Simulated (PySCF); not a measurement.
# CH5B: the cost of one run

The runs use PySCF 2.14.0, with density-fitted response routines of our own; the level of theory stands in each step. All values are computed, except where a source is named. Atoms are numbered from 0 throughout.

## Step 1: Starting geometry

7 atoms, charge 0, multiplicity 1; geometry from: GFN2-xTB. The atoms were then displaced at random by about 0.01 Å, so the start is not that level's minimum.

Bonds of the start (Å): B0–C1 1.59, B0–H2 1.13, B0–H3 1.20, C1–H4 1.08, C1–H5 1.08, C1–H6 1.08.

## Step 2: Geometry optimisation at PBE0-D3(BJ)/def2-SVP

What the job is given:

```
{"job": {"xc": "PBE0", "basis": "def2-SVP", "d3": "d3bj", "grid": 1, "shake": 0.01, "kind": "geom"}, "charge": 0, "multiplicity": 1}
B      0.915510     0.071220     0.004110
C     -0.663190    -0.107230    -0.013980
H      1.608280    -0.809490    -0.123570
H      1.363200     1.178210     0.124350
H     -1.095160     0.267290     0.904010
H     -0.993370    -1.124400    -0.143740
H     -1.101310     0.495300    -0.801110
```

On the command line:

```sh
> OMP_NUM_THREADS=1 python probes_run.py task.json out
```

One launch serves the whole session: the jobs run in the order shown.

Q: Estimate the wall time and peak memory of this first job on 1 thread of Arm Neoverse N1, shared host.

About 5.5 s, with a peak of 0.27 GiB.
